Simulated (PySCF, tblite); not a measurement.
Potential energy surface of O3, singlet: map of symmetric stretch and bend. Scanned: O-O bond length and O-O-O angle.

- GFN2-xTB, 300 K electronic temperature (tblite)
- RHF/cc-pVDZ (PySCF)
- M06-2X/cc-pVDZ (PySCF)
- CAM-B3LYP/cc-pVDZ (PySCF)
- MP2 on RHF/cc-pVDZ, 3 core orbitals frozen (PySCF)
- CCSD on RHF/cc-pVDZ, 3 core orbitals frozen (PySCF)
- CCSD(T) on RHF/cc-pVDZ, 3 core orbitals frozen (PySCF)

Energies in mEh at chosen points (x: O-O bond length (Å); y: O-O-O angle (°)), relative to x = 1.27, y = 119.55:

```tsv
method	(1.14, 85)	(1.14, 110.91)	(1.33, 154.09)	(1.71, 180)	(1.08, 136.82)	(1.40, 110.91)	(1.71, 162.73)
GFN2-xTB	172.4	37.5	64.2	298.0	95.9	44.4	270.7
RHF	227.3	8.4	83.7	228.7	69.2	67.8	227.5
M06-2X	249.2	36.5	80.3	289.3	110.8	45.3	276.1
CAM-B3LYP	255.0	42.7	78.8	277.2	119.8	39.0	258.8
MP2	286.4	65.9	86.7	405.3	152.7	18.8	400.6
CCSD	265.4	50.2	76.9	234.0	131.9	29.9	203.5
CCSD(T)	273.5	60.8	72.1	186.5	146.5	16.1	48.4
```
